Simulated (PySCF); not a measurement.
NO, optimised at PBE/def2-SVP:

```xyz
2

N      0.0043    -0.4277     0.3919
O     -0.0043     0.4277    -0.3919
```

Energies from PySCF (xtb for GFN2), thermal terms from the rigid-rotor harmonic-oscillator model, ideal gas at 1 bar. 6-31G* has spherical d functions here. Open shells (unrestricted): NO (multiplicity 2). GFN2 has no spin-polarisation term. Spin-orbit splitting is ignored; it lowers the true energy and changes the entropy of NO. B3LYP is the form with VWN-RPA correlation.

List the harmonic frequencies (cm⁻¹, unscaled) at this level and at the other levels, each on its own geometry.


- PBE/def2-SVP: 1956
- B3LYP/6-31G*: 1994
- GFN2-xTB: 1951
- HF/6-31G*: 2229
- PBE0/def2-TZVP: 2031
